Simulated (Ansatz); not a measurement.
# B2H4S, SMILES BSB: a rigid scan of one bond length

Program: Ansatz 0.2.0 through its Python package.

Notebook, run cell by cell (the value of a cell's last expression is shown):

```python
import ansatz
from ase import Atoms
import numpy as np
```

```python
atoms = Atoms(["B", "S", "B", "H", "H", "H", "H"], positions=[
    [-1.2223, -0.1735, -0.4721],
    [-0.4039, -0.7185, 1.0769],
    [1.1956, 0.0687, 0.5379],
    [-1.2077, -0.802, -1.4503],
    [-1.8079, 0.9151, -0.5177],
    [1.4762, 1.1954, 0.8605],
    [2.0313, -0.5532, -0.0809],
])
molecule = ansatz.Crystal.molecule_from_ase(atoms)
```

```python
symbols = [site.symbol for site in molecule.cartesian_sites]
start = np.array([site.position_ang for site in molecule.cartesian_sites])
axis = (start[0] - start[1]) / np.linalg.norm(start[0] - start[1])
moving = [0, 3, 4]
lengths, energies = [1.615, 1.688, 1.761, 1.835, 1.908, 1.981, 2.055, 2.165], []
for length in lengths:
    xyz = start.copy()
    xyz[moving] += (length - np.linalg.norm(start[0] - start[1])) * axis
    point = ansatz.Crystal.molecule()
    for symbol, place in zip(symbols, xyz):
        point = point.atom(symbol, place.tolist())
    calc = point.calculation()
    calc = calc.basis(gaussian="def2-SVP")
    calc = calc.functional("r2SCAN")
    rep = calc.run().report
    energies.append(rep["free_energy_ev"])
    print(f"r = {length:6.3f} A  E = {energies[-1]:.5f} eV  <S^2> = {abs(rep['mean_field']['state']['spin_squared']):.3f}")
```

    r =  1.615 A  E = -12245.03666 eV  <S^2> = 0.000
    r =  1.688 A  E = -12245.45052 eV  <S^2> = 0.000
    r =  1.761 A  E = -12245.66137 eV  <S^2> = 0.000
    r =  1.835 A  E = -12245.72612 eV  <S^2> = 0.000
    r =  1.908 A  E = -12245.68554 eV  <S^2> = 0.000
    r =  1.981 A  E = -12245.57233 eV  <S^2> = 0.000
    r =  2.055 A  E = -12245.40677 eV  <S^2> = 0.000
    r =  2.165 A  E = -12245.10214 eV  <S^2> = 0.000

```python
# quartic fit about the minimum
fit = np.polynomial.Polynomial.fit(lengths, np.array(energies) - min(energies), 4).convert()
roots = [r.real for r in fit.deriv().roots() if abs(r.imag) < 1e-9 and fit.deriv(2)(r.real) > 0]
r_e = min(roots, key=lambda r: abs(r - lengths[int(np.argmin(energies))]))
print(f"minimum of the fit at {r_e:.4f} A, force constant {fit.deriv(2)(r_e):.2f} eV/A^2")
```

    minimum of the fit at 1.8380 A, force constant 19.22 eV/A^2

Reading the output:
- Total energies depend on the basis set; only differences at equal settings carry meaning.
- The rest of the molecule is held rigid at a force-field or estimated start geometry, and the basis set is modest; single-reference methods fail as a bond breaks.
- The orbitals are restricted, so S² is zero by construction.
- Hardware and time: 24 s on 1 thread of Intel(R) Xeon(R) Platinum 8259CL CPU @ 2.50GHz (Skylake/Cascade Lake), on a shared host, peak memory 0.19 GiB.
